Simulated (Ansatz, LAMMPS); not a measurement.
## How well does each level of theory give the bulk modulus of fcc Rh?

Reference value: 271 GPa (measured, corrected for temperature and zero-point phonon effects, our sources range from 271 to 289; as tabulated in Levämäki et al. (2014), arXiv:1402.3671).

```json
[
 {"level (code)": "Lennard-Jones uff-vdw (LAMMPS)", "value (GPa)": "1.55", "cell (Å³/atom)": "16.30", "error (%)": "-99"},
 {"level (code)": "LDA (Ansatz)", "value (GPa)": "318", "cell (Å³/atom)": "13.22", "error (%)": "+17.3"},
 {"level (code)": "PBE (Ansatz)", "value (GPa)": "257", "cell (Å³/atom)": "14.04", "error (%)": "-5.2"},
 {"level (code)": "PBEsol (Ansatz)", "value (GPa)": "295", "cell (Å³/atom)": "13.50", "error (%)": "+8.9"},
 {"level (code)": "PBEsol-D3(BJ) (Ansatz)", "value (GPa)": "319", "cell (Å³/atom)": "13.17", "error (%)": "+17.7"},
 {"level (code)": "r²SCAN+rVV10 (Ansatz)", "value (GPa)": "293", "cell (Å³/atom)": "13.58", "error (%)": "+8.1"},
 {"level (code)": "LC-ωPBE (Ansatz)", "value (GPa)": "352", "cell (Å³/atom)": "13.07", "error (%)": "+30"}
]
```

Leaving aside Lennard-Jones uff-vdw (doubt noted below): Once the reference is moved by up to 6.5 % (a margin picked here for doubts on the reference and the settings) and values within 1.7 % count as equal, the nearest can be PBE (-5.2 %), r²SCAN+rVV10 (+8.1 %) or PBEsol (+8.9 %). Farthest off among them: LC-ωPBE (+30 %).

The crystal itself was run without spin with LDA, PBE, PBEsol, PBEsol-D3(BJ), r²SCAN+rVV10, LC-ωPBE; a magnetic state was not tried in these runs. Lennard-Jones uff-vdw: this is a force field's van der Waals term alone, without bonds or charges. Each level is taken at its own relaxed cell. Cutoffs and k meshes differ between the levels. Ansatz's density-functional and Hartree–Fock values are scalar-relativistic unless marked +SOC, with PAW data made under PBE.

Differences are worked out from the printed values.

Ansatz is a first-principles code.
